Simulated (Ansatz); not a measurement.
# singlet AlSiH4O−: levels of theory compared

We compute a comparison of 6 runs (B3LYP/6-31G*, BLYP/aug-cc-pVDZ, SVWN5/aug-cc-pVDZ, RPA@PBE0/aug-cc-pVDZ, MP2/aug-cc-pVDZ, CCSD(T)/aug-cc-pVDZ) of singlet AlSiH4O−. 

The calculation is run with Ansatz 0.2.0.

63 further runs of the same task are left out: 63 set aside as unsound or not needed.

**1. The system as given**

AlSiH4O− has 7 atoms, charge -1, and is taken as a singlet. As SMILES of the parent species, `[AlH][O][SiH3]`. The shape is that of a PBE0-D4/def2-TZVP optimisation. This is one conformer, not always the lowest. That shape belongs to the parent species and isn't relaxed for this state.

Bond lengths: Al1–O2 1.689 Å, O2–Si3 1.627 Å, Al1–H4 1.609 Å, Si3–H5 1.487 Å, Si3–H6 1.487 Å, Si3–H7 1.488 Å. Angles: Al1–O2–Si3 169.6°, O2–Al1–H4 116.0°, O2–Si3–H5 110.0°, O2–Si3–H6 110.2°, O2–Si3–H7 110.3°, H5–Si3–H6 108.8°, H5–Si3–H7 108.7°, H6–Si3–H7 108.8°.

**2. A single-point energy at B3LYP/6-31G(d) (spherical functions) (run 1)**

run.yaml

```yaml
basis:
  gaussian:
    orbitals: 6-31G_st_-spherical.json
crystal:
  periodic: [false, false, false]
  atoms:
    - {symbol: Al, position_ang: [-1.643700, -1.503700, -0.201100]}
    - {symbol: O, position_ang: [-0.403000, -0.368600, -0.047300]}
    - {symbol: Si, position_ang: [0.870900, 0.567400, 0.335800]}
    - {symbol: H, position_ang: [-2.580100, -1.352800, -1.500200]}
    - {symbol: H, position_ang: [1.204400, 1.463600, -0.802700]}
    - {symbol: H, position_ang: [0.554900, 1.401200, 1.526200]}
    - {symbol: H, position_ang: [2.057800, -0.275200, 0.643500]}
total_charge: -1
hamiltonian:
  xc: {name: B3LYP}
accuracy: high
output: {orbitals: {seedname: orbitals}}
```

The basis set 6-31G* is read from a file made from the Basis Set Exchange's data (not shown).

Started as:

```sh
$ ansatz run run.yaml --threads 1 --pin off --max-ram 3480MiB --events-out events.jsonl --progress --plain --runs-dir runs
```

What it wrote:

```text
Warning: RAYON_NUM_THREADS=1 ignored (pool sized by the plan → 1); use --threads N
Functional definition: B3LYP
  name "B3LYP"
  parameter a0 = 0.2
  parameter ax = 0.72
  parameter ac = 0.81
  exchange = (1 - a0 - ax)*slater_x + ax*b88_x + a0*exact_x
  correlation = (1 - ac)*vwn_rpa_c + ac*lyp_c
1236 factors; integrals over basis functions are off by at most 3.5e-9 eV
mean field evaluation 1: about -16586.9206 eV, gradient 2.1e1 eV
mean field evaluation 2: about -16586.7686 eV, gradient 2.6e1 eV
mean field evaluation 4: about -16588.1381 eV, gradient 1.1e0 eV
mean field evaluation 8: about -16588.2562 eV, gradient 5.5e-2 eV
mean field evaluation 16: about -16588.2562 eV, gradient 1.7e-5 eV
mean field -16588.25618274 eV, -609.6071707918 hartree, gradient 3.0e-8 eV, S^2 0.000000; 0 other end points of the search recorded, 0 dependent functions left out
reference -16588.25622282 eV, -609.6071722646 hartree; 20, 20 occupied and 38, 38 virtual orbitals, 1236 factors
Total energy: -16588.25622282 eV, -609.6071722646 hartree
```

Run time: 6 s. Hardware: 1 thread of Arm Neoverse V1, shared host; peak memory 0.17 GiB.

**3. The energy at BLYP/aug-cc-pVDZ (run 2)**

molecule.yaml

```yaml
crystal:
  periodic: [false, false, false]
  atoms:
    - {symbol: Al, position_ang: [-1.643700, -1.503700, -0.201100]}
    - {symbol: O, position_ang: [-0.403000, -0.368600, -0.047300]}
    - {symbol: Si, position_ang: [0.870900, 0.567400, 0.335800]}
    - {symbol: H, position_ang: [-2.580100, -1.352800, -1.500200]}
    - {symbol: H, position_ang: [1.204400, 1.463600, -0.802700]}
    - {symbol: H, position_ang: [0.554900, 1.401200, 1.526200]}
    - {symbol: H, position_ang: [2.057800, -0.275200, 0.643500]}
basis:
  gaussian: {orbitals: aug-cc-pVDZ}
output: {orbitals: {seedname: orbitals}}
accuracy: high
total_charge: -1
hamiltonian: {xc: {name: BLYP}}
```

Started as:

```sh
$ ansatz run molecule.yaml --threads 1 --pin off --max-ram 3480MiB --events-out events.jsonl --progress --plain --runs-dir runs
```

What it wrote:

```text
Warning: RAYON_NUM_THREADS=1 ignored (pool sized by the plan → 1); use --threads N
Functional definition: BLYP
  name "BLYP"
  parameter beta = 0.0042
  parameter a = 0.04918
  parameter b = 0.132
  parameter c = 0.2533
  parameter d = 0.349
  exchange = b88_x(beta = beta)
  correlation = lyp_c(a = a, b = b, c = c, d = d)
2252 factors; integrals over basis functions are off by at most 3.4e-9 eV
mean field evaluation 1: about -16584.8658 eV, gradient 3.1e1 eV
mean field evaluation 2: about -16566.3463 eV, gradient 7.1e1 eV
mean field evaluation 4: about -16587.6915 eV, gradient 3.3e0 eV
mean field evaluation 8: about -16587.7730 eV, gradient 6.8e-1 eV
mean field evaluation 16: about -16587.7751 eV, gradient 1.9e-4 eV
mean field evaluation 32: about -16587.0044 eV, gradient 8.7e0 eV
mean field -16587.77506392 eV, -609.5894900013 hartree, gradient 5.5e-8 eV, S^2 0.000000; 1 other end points of the search recorded, 0 dependent functions left out
reference -16587.77511342 eV, -609.5894918203 hartree; 20, 20 occupied and 93, 93 virtual orbitals, 2252 factors
Total energy: -16587.77511342 eV, -609.5894918203 hartree
```

Run time: 14 s. Hardware: 1 thread of Arm Neoverse V1, shared host; peak memory 0.35 GiB.

Runs 3 to 4 aren't shown in full; the table further down has their settings and results.

**4. A single-point energy at MP2/aug-cc-pVDZ (run 5)**

molecule.yaml

```yaml
crystal:
  periodic: [false, false, false]
  atoms:
    - symbol: Al
      position_ang: [-1.643700, -1.503700, -0.201100]
    - symbol: O
      position_ang: [-0.403000, -0.368600, -0.047300]
    - symbol: Si
      position_ang: [0.870900, 0.567400, 0.335800]
    - symbol: H
      position_ang: [-2.580100, -1.352800, -1.500200]
    - symbol: H
      position_ang: [1.204400, 1.463600, -0.802700]
    - symbol: H
      position_ang: [0.554900, 1.401200, 1.526200]
    - symbol: H
      position_ang: [2.057800, -0.275200, 0.643500]
basis:
  gaussian:
    orbitals: aug-cc-pVDZ
total_charge: -1
correlation:
  method: mp2
  frozen_orbitals: {Al: 5, H: 0, O: 1, Si: 5}
accuracy: high
```

Started as:

```sh
$ ansatz run molecule.yaml --threads 1 --pin off --max-ram 3480MiB --events-out events.jsonl --progress --plain --runs-dir runs
```

What it wrote:

```text
Warning: RAYON_NUM_THREADS=1 ignored (pool sized by the plan → 1); use --threads N
Functional definition: HF
  name "HF"
  exchange = exact_x
  correlation = 0
2252 factors; integrals over basis functions are off by at most 3.4e-9 eV
mean field evaluation 1: about -16545.4252 eV, gradient 2.0e1 eV
mean field evaluation 2: about -16545.4337 eV, gradient 2.0e1 eV
mean field evaluation 4: about -16547.0906 eV, gradient 3.8e0 eV
mean field evaluation 8: about -16547.1581 eV, gradient 7.1e-3 eV
mean field -16547.15811890 eV, -608.0968448030 hartree, gradient 2.1e-8 eV, S^2 0.000000; 0 other end points of the search recorded, 0 dependent functions left out; unrestricted orbitals would lower it
mean field evaluation 16: about -16547.3147 eV, gradient 6.5e-1 eV
11 core orbitals not correlated: weight in the atoms' cores, before any rotation towards them, 1.000 or more for the frozen orbitals, at most 0.000 for the correlated occupied ones
reference -16547.15811890 eV, -608.0968448030 hartree; 9, 9 occupied and 93, 93 virtual orbitals, 2252 factors
second order -10.43163515 eV of doubles, -0.00000000 eV of singles
Total energy: -16557.58975405 eV, -608.4802003239 hartree
```

Wall time 7.5 s (1 thread of Arm Neoverse V1, shared host); peak memory 0.35 GiB.

**5. A single-point energy at CCSD(T)/aug-cc-pVDZ (run 6)**

in.yaml

```yaml
crystal:
  periodic: [false, false, false]
  atoms:
    - symbol: Al
      position_ang: [-1.643700, -1.503700, -0.201100]
    - symbol: O
      position_ang: [-0.403000, -0.368600, -0.047300]
    - symbol: Si
      position_ang: [0.870900, 0.567400, 0.335800]
    - symbol: H
      position_ang: [-2.580100, -1.352800, -1.500200]
    - symbol: H
      position_ang: [1.204400, 1.463600, -0.802700]
    - symbol: H
      position_ang: [0.554900, 1.401200, 1.526200]
    - symbol: H
      position_ang: [2.057800, -0.275200, 0.643500]
basis:
  gaussian:
    orbitals: aug-cc-pVDZ
total_charge: -1
correlation:
  method: ccsd_t
  frozen_orbitals: {Al: 5, H: 0, O: 1, Si: 5}
accuracy: high
scf:
  omitted_lower_state_checks: [cluster_reference, increment]
```

Started as:

```sh
$ ansatz run in.yaml --threads 1 --pin off --max-ram 3480MiB --events-out events.jsonl --progress --plain --runs-dir runs
```

What it wrote (excerpt; [...] marks lines left out):

```text
Warning: RAYON_NUM_THREADS=1 ignored (pool sized by the plan → 1); use --threads N
[... 2 set-up lines as earlier in the session ...]
[...]
2252 factors; integrals over basis functions are off by at most 3.4e-9 eV
[...]
mean field -16547.15811890 eV, -608.0968448030 hartree, gradient 2.1e-8 eV, S^2 0.000000; 0 other end points of the search recorded, 0 dependent functions left out; unrestricted orbitals would lower it
11 core orbitals not correlated: weight in the atoms' cores, before any rotation towards them, 1.000 or more for the frozen orbitals, at most 0.000 for the correlated occupied ones
reference -16547.15811890 eV, -608.0968448030 hartree; 9, 9 occupied and 93, 93 virtual orbitals, 2252 factors
second order -10.43163515 eV of doubles, -0.00000000 eV of singles
cycle   1  -11.03191621 eV  change   -6.0e-1 eV  update   1.1e-1
[...]
cycle  29  -11.55890939 eV  change   2.4e-10 eV  update   1.4e-9
perturbative correction -0.34491682 eV, -0.0126754595 hartree
Total energy: -16559.06194512 eV, -608.5343023477 hartree
Checks for a lower state left out: cluster_reference, increment
```

It took 37 s on 1 thread of Arm Neoverse V1, shared host; peak memory 0.97 GiB.

**6. The series**

| run | level | frozen core orbitals | energy (Eh) | wall time |
| --- | --- | --- | --- | --- |
| 1 | B3LYP/6-31G* (spherical functions) | – | -609.607172 | 6 s |
| 2 | BLYP/aug-cc-pVDZ | – | -609.589492 | 14 s |
| 3 | SVWN5/aug-cc-pVDZ | – | -606.829535 | 9.3 s |
| 4 | RPA@PBE0/aug-cc-pVDZ | 11 | -608.681082 | 30 s |
| 5 | MP2/aug-cc-pVDZ | 11 | -608.480200 | 7.5 s |
| 6 | CCSD(T)/aug-cc-pVDZ | 11 | -608.534302 | 37 s |

**7. Summary of results**

```
                                           quantity          value
                                run 6: total energy  -608.53430 Eh
run 6: correlation energy (11 core orbitals frozen)     -437.5 mEh
                              run 6: (T) correction     -12.68 mEh
                               run 6: T1 diagnostic          0.018
```

What this shows: Over runs 1, 2, 3 the HOMO–LUMO gap runs from 0.86 eV (BLYP/aug-cc-pVDZ) to 2.49 eV (B3LYP/6-31G*). The two ends differ in method and basis. The empty levels of an anion lie above zero and hang on the basis. Totals of different functionals can't be ranked against each other. In runs 1, 2, 3 the HOMO lies above zero, so the outermost electron may be held by the basis alone. In runs 4, 5, 6 the log says that unrestricted orbitals would lower the reference, so the values rest on an unstable closed-shell determinant (other closed-shell runs at this shape may share the fault). All runs together took 1.7 min, the longest 37 s.
